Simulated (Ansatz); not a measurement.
`O=C1C=CC=CC1`, relaxed with RKS PBE-D4/def2-SVP in the Gaussian-basis code of Ansatz from a rough embedded geometry. The force threshold is 0.03 eV/Å; the program also tests the step.

The species carries charge 0 and has multiplicity 1.

Start:

```xyz
13

O     0.526    2.297    1.146
C     0.291    1.256    0.564
C     0.308    1.145   -0.889
C     0.041   -0.010   -1.525
C    -0.278   -1.215   -0.812
C    -0.317   -1.222    0.525
C    -0.037   -0.011    1.333
H     0.545    2.049   -1.431
H     0.060   -0.055   -2.605
H    -0.490   -2.106   -1.383
H    -0.558   -2.122    1.073
H    -0.890    0.204    1.987
H     0.797   -0.210    2.017
```

(1) By how much does the energy fall, and how many steps does the optimiser take? (An estimate is asked.)

(2) Which bonds change most? (Estimate.)

(3) Give the relaxed structure. (An estimate is asked.)

Answers

(1) Ansatz gave: 10.05 kJ/mol, in 4 steps, 1 of them rejected.

(2) Computed: C3–C4 from 1.345 to 1.367 Å; C6–H11 from 1.081 to 1.103 Å; C4–H9 from 1.081 to 1.103 Å; C5–H10 from 1.080 to 1.101 Å.

(3) Ansatz gave: 
```xyz
13

O     0.531    2.322    1.161
C     0.295    1.271    0.567
C     0.315    1.168   -0.902
C     0.041   -0.009   -1.540
C    -0.283   -1.232   -0.819
C    -0.323   -1.244    0.538
C    -0.038   -0.014    1.339
H     0.559    2.089   -1.452
H     0.061   -0.048   -2.642
H    -0.499   -2.145   -1.396
H    -0.568   -2.170    1.084
H    -0.893    0.215    2.016
H     0.802   -0.202    2.047
```
